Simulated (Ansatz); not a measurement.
Nudged elastic band run: CH₉BSi

input.yaml

```yaml
crystal:
  periodic: [false, false, false]
  atoms:
    - { symbol: B, position_ang: [-0.405007, -0.303665, 0.665868] }
    - { symbol: C, position_ang: [0.215619, 0.494693, 1.902407] }
    - { symbol: H, position_ang: [-0.5533, 0.851016, 2.597045] }
    - { symbol: H, position_ang: [0.944616, -0.084338, 2.483418] }
    - { symbol: H, position_ang: [0.740707, 1.381879, 1.52754] }
    - { symbol: H, position_ang: [0.435534, -0.80785, -0.081281] }
    - { symbol: H, position_ang: [-1.263042, 0.17036, -0.033204] }
    - { symbol: Si, position_ang: [-0.20353, -2.493972, 0.666338] }
    - { symbol: H, position_ang: [-0.384008, -2.87696, -0.753976] }
    - { symbol: H, position_ang: [1.175909, -2.632856, 1.188713] }
    - { symbol: H, position_ang: [-1.056351, -3.419234, 1.478966] }
    - { symbol: H, position_ang: [-1.144648, -1.273872, 1.169666] }
basis:
  gaussian: { orbitals: "6-31G*" }
hamiltonian:
  xc: pbe0
  dispersion: d4
neb:
  order_check: false
  images: 8
  f_tol: 0.03
  max_iterations: 60
  climbing: false
  final_atoms:
    - { symbol: B, position_ang: [-0.29977433, -0.78856124, -0.07882438] }
    - { symbol: C, position_ang: [0.14501854, 0.58081814, 2.32355391] }
    - { symbol: H, position_ang: [-0.69134717, 0.73844715, 3.00860429] }
    - { symbol: H, position_ang: [1.09168401, 0.54961867, 2.86783263] }
    - { symbol: H, position_ang: [0.1697619, 1.37212484, 1.57240127] }
    - { symbol: H, position_ang: [0.69964476, -0.26572077, -0.48250589] }
    - { symbol: H, position_ang: [-1.32219608, -0.16827078, -0.15232117] }
    - { symbol: Si, position_ang: [-0.3141761, -2.7463229, 0.41500268] }
    - { symbol: H, position_ang: [-0.5619089, -3.49908798, -0.85708279] }
    - { symbol: H, position_ang: [0.97923761, -3.23875048, 0.97633911] }
    - { symbol: H, position_ang: [-1.39975453, -3.12127384, 1.36950503] }
    - { symbol: H, position_ang: [0.0063093, -0.4078198, 1.84899533] }
  initial_path:
    images:
      - { positions_ang: [[-0.405007, -0.303665, 0.665868], [0.215619, 0.494693, 1.902407], [-0.5533, 0.851016, 2.597045], [0.944616, -0.084338, 2.483418], [0.740707, 1.381879, 1.52754], [0.435534, -0.80785, -0.081281], [-1.263042, 0.17036, -0.033204], [-0.20353, -2.493972, 0.666338], [-0.384008, -2.87696, -0.753976], [1.175909, -2.632856, 1.188713], [-1.056351, -3.419234, 1.478966], [-1.144648, -1.273872, 1.169666]] }
      - { positions_ang: [[-0.34648613, -0.24875622, 0.50614106], [0.1738916, 0.39655994, 1.89889815], [-0.63436756, 0.59918149, 2.54453585], [0.9260561, -0.19859856, 2.42557845], [0.6288087, 1.31980461, 1.67286095], [0.52358893, -0.63738245, -0.22701624], [-1.25315515, 0.10153966, -0.14856347], [-0.21505018, -2.41539688, 0.69341767], [-0.49573109, -2.90996716, -0.62782042], [1.15714475, -2.63041487, 1.16474812], [-1.05372904, -3.1322409, 1.59839333], [-0.90847194, -1.23912766, 1.31032654]] }
      - { positions_ang: [[-0.28796526, -0.19384743, 0.34641413], [0.1321642, 0.29842688, 1.8953893], [-0.71543513, 0.34734697, 2.4920267], [0.90749621, -0.31285911, 2.36773891], [0.51691041, 1.25773021, 1.81818189], [0.61164386, -0.46691491, -0.37275147], [-1.2432683, 0.03271932, -0.26392294], [-0.22657037, -2.33682175, 0.72049735], [-0.60745418, -2.94297432, -0.50166484], [1.13838051, -2.62797374, 1.14078324], [-1.05110708, -2.8452478, 1.71782065], [-0.67229587, -1.20438332, 1.45098708]] }
      - { positions_ang: [[-0.22944439, -0.13893865, 0.18668719], [0.0904368, 0.20029382, 1.89188045], [-0.79650269, 0.09551246, 2.43951755], [0.88893631, -0.42711967, 2.30989936], [0.40501211, 1.19565582, 1.96350284], [0.69969878, -0.29644736, -0.51848671], [-1.23338144, -0.03610102, -0.37928241], [-0.23809055, -2.25824663, 0.74757702], [-0.71917726, -2.97598148, -0.37550925], [1.11961626, -2.62553261, 1.11681837], [-1.04848512, -2.5582547, 1.83724798], [-0.43611981, -1.16963897, 1.59164762]] }
      - { positions_ang: [[-0.17092352, -0.08402986, 0.02696025], [0.0487094, 0.10216076, 1.8883716], [-0.87757025, -0.15632206, 2.3870084], [0.87037642, -0.54138023, 2.25205981], [0.29311381, 1.13358143, 2.10882379], [0.78775371, -0.12597982, -0.66422194], [-1.22349459, -0.10492136, -0.49464189], [-0.24961074, -2.1796715, 0.77465669], [-0.83090035, -3.00898864, -0.24935367], [1.10085202, -2.62309148, 1.09285349], [-1.04586316, -2.2712616, 1.9566753], [-0.19994375, -1.13489463, 1.73230816]] }
      - { positions_ang: [[-0.159231, -0.13790722, -0.05578335], [0.0408649, 0.11173022, 1.9351657], [-0.89290883, -0.16882971, 2.43273721], [0.88671731, -0.4709406, 2.29477255], [0.22967547, 1.13249763, 2.11380837], [0.81709935, -0.06574324, -0.70880249], [-1.23006727, -0.14254701, -0.50787713], [-0.26190475, -2.20771049, 0.74673055], [-0.85066712, -3.07811397, -0.26080998], [1.07899964, -2.69041309, 1.06925639], [-1.08401911, -2.23815492, 1.94451297], [-0.0720596, -1.03866661, 1.8077892]] }
      - { positions_ang: [[-0.19436683, -0.30057073, -0.06154361], [0.06690331, 0.2290022, 2.03226275], [-0.84251841, 0.05798951, 2.57670398], [0.93795898, -0.21580078, 2.43803757], [0.21469708, 1.19240443, 1.9784566], [0.7877357, -0.11573762, -0.65222834], [-1.25309947, -0.14897795, -0.41898814], [-0.27497259, -2.34236359, 0.66379858], [-0.77847756, -3.18335747, -0.40987819], [1.05405913, -2.82749744, 1.04602707], [-1.16295297, -2.45893465, 1.80076098], [-0.05246738, -0.88095491, 1.81809073]] }
      - { positions_ang: [[-0.22950267, -0.46323423, -0.06730387], [0.09294172, 0.34627418, 2.1293598], [-0.792128, 0.28480872, 2.72067075], [0.98920066, 0.03933903, 2.58130259], [0.19971869, 1.25231124, 1.84310482], [0.75837205, -0.16573201, -0.59565419], [-1.27613167, -0.15540889, -0.33009915], [-0.28804043, -2.4770167, 0.58086662], [-0.70628801, -3.28860097, -0.55894639], [1.02911862, -2.96458179, 1.02279775], [-1.24188682, -2.67971438, 1.657009], [-0.03287515, -0.72324321, 1.82839227]] }
      - { positions_ang: [[-0.2646385, -0.62589773, -0.07306413], [0.11898013, 0.46354616, 2.22645686], [-0.74173759, 0.51162794, 2.86463752], [1.04044233, 0.29447885, 2.72456761], [0.18474029, 1.31221804, 1.70775304], [0.72900841, -0.21572639, -0.53908004], [-1.29916388, -0.16183984, -0.24121016], [-0.30110827, -2.6116698, 0.49793465], [-0.63409846, -3.39384447, -0.70801459], [1.00417812, -3.10166613, 0.99956843], [-1.32082068, -2.90049411, 1.51325701], [-0.01328292, -0.5655315, 1.8386938]] }
      - { positions_ang: [[-0.29977433, -0.78856124, -0.07882438], [0.14501854, 0.58081814, 2.32355391], [-0.69134717, 0.73844715, 3.00860429], [1.09168401, 0.54961867, 2.86783263], [0.1697619, 1.37212484, 1.57240127], [0.69964476, -0.26572077, -0.48250589], [-1.32219608, -0.16827078, -0.15232117], [-0.3141761, -2.7463229, 0.41500268], [-0.5619089, -3.49908798, -0.85708279], [0.97923761, -3.23875048, 0.97633911], [-1.39975453, -3.12127384, 1.36950503], [0.0063093, -0.4078198, 1.84899533]] }
```

Launched with:

```bash
$ ansatz run input.yaml --threads 1 --pin off --max-ram 2048MiB --backend cpu --events-out ev --progress --plain --runs-dir out
```

Output, in part (warnings, iteration lines, the closing report on the highest movable image, with atoms numbered from 0):

```
NEB end point (image 0): max|allowed force component| = 1.769e-2 eV/Å (the criterion of neb.relax_end_points is 1.000e-2)
NEB end point (image 9): max|allowed force component| = 2.661e-2 eV/Å (the criterion of neb.relax_end_points is 1.000e-2)
NEB iter   1: max|band force component| = 7.157e0 eV/Å  barrier→ = 5.6217 eV  barrier← = 5.2526 eV  Δτ_max = 0.2000 Å  (229 SCF iters)
NEB iter   2: max|band force component| = 2.896e0 eV/Å  barrier→ = 3.1273 eV  barrier← = 2.7582 eV  Δτ_max = 0.2000 Å  (202 SCF iters)
NEB iter   3: max|band force component| = 2.552e0 eV/Å  barrier→ = 1.9253 eV  barrier← = 1.5562 eV  Δτ_max = 0.2000 Å  (200 SCF iters)
NEB iter   4: max|band force component| = 6.796e0 eV/Å  barrier→ = 1.9106 eV  barrier← = 1.5415 eV  Δτ_max = 0.1021 Å  (199 SCF iters)
NEB iter   5: max|band force component| = 3.029e0 eV/Å  barrier→ = 1.2292 eV  barrier← = 0.8600 eV  Δτ_max = 0.2000 Å  (186 SCF iters)
NEB iter   6: max|band force component| = 1.224e0 eV/Å  barrier→ = 1.0985 eV  barrier← = 0.7294 eV  Δτ_max = 0.2000 Å  (188 SCF iters)
NEB iter   7: max|band force component| = 1.157e0 eV/Å  barrier→ = 0.9710 eV  barrier← = 0.6019 eV  Δτ_max = 0.1992 Å  (188 SCF iters)
NEB iter   8: max|band force component| = 5.838e-1 eV/Å  barrier→ = 0.7752 eV  barrier← = 0.4061 eV  Δτ_max = 0.1987 Å  (186 SCF iters)
NEB iter   9: max|band force component| = 5.227e-1 eV/Å  barrier→ = 0.7488 eV  barrier← = 0.3797 eV  Δτ_max = 0.1984 Å  (189 SCF iters)
NEB iter  10: max|band force component| = 8.383e-1 eV/Å  barrier→ = 0.7634 eV  barrier← = 0.3943 eV  Δτ_max = 0.0985 Å  (183 SCF iters)
NEB iter  11: max|band force component| = 1.624e-1 eV/Å  barrier→ = 0.7510 eV  barrier← = 0.3819 eV  Δτ_max = 0.1126 Å  (186 SCF iters)
NEB iter  12: max|band force component| = 1.331e-1 eV/Å  barrier→ = 0.7689 eV  barrier← = 0.3998 eV  Δτ_max = 0.0869 Å  (179 SCF iters)
NEB iter  13: max|band force component| = 1.462e-1 eV/Å  barrier→ = 0.7869 eV  barrier← = 0.4178 eV  Δτ_max = 0.0406 Å  (179 SCF iters)
NEB iter  14: max|band force component| = 9.026e-2 eV/Å  barrier→ = 0.7968 eV  barrier← = 0.4277 eV  Δτ_max = 0.0437 Å  (174 SCF iters)
NEB iter  15: max|band force component| = 8.357e-2 eV/Å  barrier→ = 0.8083 eV  barrier← = 0.4392 eV  Δτ_max = 0.0436 Å  (182 SCF iters)
NEB iter  16: max|band force component| = 1.681e-1 eV/Å  barrier→ = 0.8125 eV  barrier← = 0.4434 eV  Δτ_max = 0.0218 Å  (176 SCF iters)
NEB iter  17: max|band force component| = 1.700e-1 eV/Å  barrier→ = 0.8079 eV  barrier← = 0.4388 eV  Δτ_max = 0.0218 Å  (181 SCF iters)
NEB iter  18: max|band force component| = 1.659e-1 eV/Å  barrier→ = 0.8005 eV  barrier← = 0.4314 eV  Δτ_max = 0.0435 Å  (173 SCF iters)
NEB iter  19: max|band force component| = 1.456e-1 eV/Å  barrier→ = 0.7820 eV  barrier← = 0.4129 eV  Δτ_max = 0.0724 Å  (178 SCF iters)
NEB iter  20: max|band force component| = 9.464e-2 eV/Å  barrier→ = 0.7628 eV  barrier← = 0.3937 eV  Δτ_max = 0.0421 Å  (178 SCF iters)
NEB iter  21: max|band force component| = 1.251e-1 eV/Å  barrier→ = 0.7879 eV  barrier← = 0.4188 eV  Δτ_max = 0.0119 Å  (182 SCF iters)
NEB iter  22: max|band force component| = 4.475e-2 eV/Å  barrier→ = 0.7890 eV  barrier← = 0.4199 eV  Δτ_max = 0.0144 Å  (161 SCF iters)
NEB iter  23: max|band force component| = 2.416e-2 eV/Å  barrier→ = 0.7852 eV  barrier← = 0.4161 eV  Δτ_max = 0.0000 Å  (351 SCF iters)
Total energy: -9729.53707655 eV, -357.5538926461 hartree
Atom 0 at    -0.203923    -0.465534     0.491310 Å, force     0.044718     0.151035     0.159399 eV/Å
Atom 1 at     0.098277     0.490231     1.944829 Å, force    -0.015668     0.063046    -0.115447 eV/Å
Atom 2 at    -0.678446     0.450457     2.715104 Å, force    -0.005447    -0.009422    -0.086538 eV/Å
Atom 3 at     1.078179     0.360935     2.415732 Å, force    -0.026014    -0.010319    -0.085842 eV/Å
Atom 4 at     0.068150     1.468218     1.468502 Å, force     0.017677     0.161222     0.066387 eV/Å
Atom 5 at     0.746046    -0.297286    -0.223387 Å, force     0.005999    -0.091493     0.037794 eV/Å
Atom 6 at    -1.322141    -0.199474     0.145150 Å, force    -0.004856    -0.090777     0.037437 eV/Å
Atom 7 at    -0.291691    -2.554345     0.579227 Å, force     0.015969     0.024928     0.056557 eV/Å
Atom 8 at    -0.530705    -3.010925    -0.819800 Å, force     0.008083     0.137354     0.016403 eV/Å
Atom 9 at     0.967006    -3.198046     1.057625 Å, force     0.005157    -0.002113     0.000215 eV/Å
Atom 10 at    -1.404125    -3.076751     1.425363 Å, force    -0.003777     0.003034     0.006948 eV/Å
Atom 11 at    -0.024127    -0.962280     1.611846 Å, force    -0.041841    -0.336494    -0.093313 eV/Å
Dipole moment:     0.057555     0.126171     0.291508 e Å
```

It converged. No image climbed, so the highest image needn't sit at the top of the path. The orbitals stay closed-shell, which can raise the energy where a bond breaks towards radicals; this wasn't checked here.

Final band (atoms are numbered from 1 in the order of the input):

| image | path coordinate (Å) | energy (kcal/mol) | B1–C2 (Å) | B1–H12 (Å) | Si8–H12 (Å) |
| --- | --- | --- | --- | --- | --- |
| 0 | 0.00 | 0.0 | 1.60 | 1.32 | 1.62 |
| 1 | 0.50 | 0.3 | 1.60 | 1.32 | 1.61 |
| 2 | 1.00 | 1.0 | 1.60 | 1.33 | 1.60 |
| 3 | 1.50 | 2.0 | 1.60 | 1.35 | 1.58 |
| 4 | 2.01 | 2.9 | 1.61 | 1.35 | 1.57 |
| 5 | 2.51 | 5.9 | 1.63 | 1.29 | 1.60 |
| 6 | 3.01 | 18.1 | 1.77 | 1.24 | 1.92 |
| 7 | 3.51 | 12.7 | 2.07 | 1.40 | 2.29 |
| 8 | 4.01 | 9.1 | 2.46 | 1.68 | 2.54 |
| 9 | 4.51 | 8.5 | 2.80 | 1.99 | 2.76 |

Time of the run: 6.8 min on 1 thread of AMD EPYC 7B13 (Zen 3), on a shared host, peak memory 0.15 GiB.
